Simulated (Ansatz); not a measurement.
**Smallest direct gap on the k points sampled of 1T (CdI2-type) SnS2 at several levels of theory**

No measured value is used here.

| level (code) | value (eV) |
|---|---|
| LDA+SOC (Ansatz) | [?] |
| BLYP (Ansatz) | 1.86 |
| PBE+SOC (Ansatz) | 1.93 |
| PBEsol+SOC (Ansatz) | [?] |
| RPBE (Ansatz) | 2.02 |
| B3LYP (VWN-RPA form) (Ansatz) | [?] |
| HSE06+SOC (Ansatz) | 2.74 |
| PBE0 (Ansatz) | 3.44 |
| G0W0@HSE06 (Ansatz) | 3.17 |
| G0W0@PBEsol (Ansatz) | 2.67 |

Question: Some entries are withheld; supply them.

Answer: 
- LDA+SOC (Ansatz, a first-principles code), value (eV): 1.70
- PBEsol+SOC (Ansatz), value (eV): 1.84
- B3LYP (VWN-RPA form) (Ansatz), value (eV): 3.08

At these levels the smallest gap is indirect and lower: LDA+SOC 1.19, BLYP 1.35, PBE+SOC 1.38, PBEsol+SOC 1.28, RPBE 1.47, B3LYP (VWN-RPA form) 2.59, HSE06+SOC 2.25, PBE0 2.94, G0W0@HSE06 2.67, G0W0@PBEsol 2.20 eV. Computed values are for a static lattice. Spin–orbit coupling is included only where a level's name says +SOC; with heavier elements it mostly lowers gaps and can invert bands.  G0W0@HSE06, G0W0@PBEsol: filled d or f shells below the valence bands can shift G0W0 gaps through exchange with them, which wasn't tested here. G0W0@HSE06: GW on a hybrid start was not checked against another program. Values are at the measured cell (atoms relaxed with PBEsol). Cutoffs and k meshes differ between the levels. Ansatz's density-functional and Hartree–Fock values are scalar-relativistic unless marked +SOC, with PAW data made under PBE.
